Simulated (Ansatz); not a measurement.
in.yaml

```yaml
crystal:
  periodic: [false, false, false]
  atoms:
    - {symbol: Zr, position_ang: [-0.007538, 0.000000, 0.000000]}
    - {symbol: H, position_ang: [0.341107, 0.000000, -1.937684]}
    - {symbol: H, position_ang: [0.341107, 0.000000, 1.937684]}
basis:
  gaussian: {orbitals: def2-SVP}
magnetization: {spin_polarized: true, initial_magnetization: 4}
hamiltonian: {xc: {name: r2SCAN}}
correlation: {method: bccd_t, electrons: all}
accuracy: high
scf: {omitted_lower_state_checks: [cluster_reference]}
```

```sh
$ ansatz run in.yaml --threads 1 --pin off --events-out ev --progress --plain --max-ram 2393MiB
```

(1) Roughly how long does this take on 1 thread of Intel Xeon 6975P-C, shared host, and how much host memory?

```
these checks for a lower state are left out or cut short: cluster_reference
831 factors; integrals over basis functions are off by at most 3.2e-9 eV
mean field evaluation 1: about -1305.0661 eV, gradient 1.1e1 eV
mean field evaluation 2: about -1305.0639 eV, gradient 1.1e1 eV
mean field evaluation 4: about -1306.1366 eV, gradient 1.0e0 eV
mean field evaluation 8: about -1306.1512 eV, gradient 2.4e-1 eV
mean field evaluation 16: about -1306.8663 eV, gradient 3.8e-2 eV
mean field evaluation 32: about -1306.8664 eV, gradient 1.9e-2 eV
mean field evaluation 64: about -1306.4331 eV, gradient 4.4e0 eV
mean field evaluation 96: about -1306.5989 eV, gradient 8.1e-8 eV
mean field evaluation 128: about -1306.6869 eV, gradient 1.8e-8 eV
mean field evaluation 160: about -1306.8634 eV, gradient 6.2e-2 eV
...
cycle  52  -6.11151673 eV  change    7.9e-9 eV  update   3.6e-8
cycle  53  -6.11151674 eV  change   -1.4e-8 eV  update   2.6e-8
cycle  54  -6.11151675 eV  change   -9.7e-9 eV  update   1.7e-8
cycle  55  -6.11151675 eV  change   -5.1e-9 eV  update   1.1e-8
cycle  56  -6.11151676 eV  change   -2.4e-9 eV  update   6.6e-9
cycle  57  -6.11151675 eV  change    1.8e-9 eV  update   4.0e-9
cycle  58  -6.11151675 eV  change    1.5e-9 eV  update   2.5e-9
cycle  59  -6.11151675 eV  change  -8.5e-10 eV  update   1.6e-9
cycle  60  -6.11151676 eV  change   -1.0e-9 eV  update  9.9e-10
cycle  61  -6.11151676 eV  change  -2.1e-10 eV  update  6.1e-10
perturbative correction -0.19980537 eV, -0.0073427118 hartree
WARN: these amplitudes may be one of several solutions (largest doubles amplitude 0.10, level shift 6.48 eV)
Total energy: -1297.95368741 eV, -47.6989182277 hartree
Checks for a lower state left out: cluster_reference
```

## Answers

(1) 2.8 min wall and 0.34 GiB.
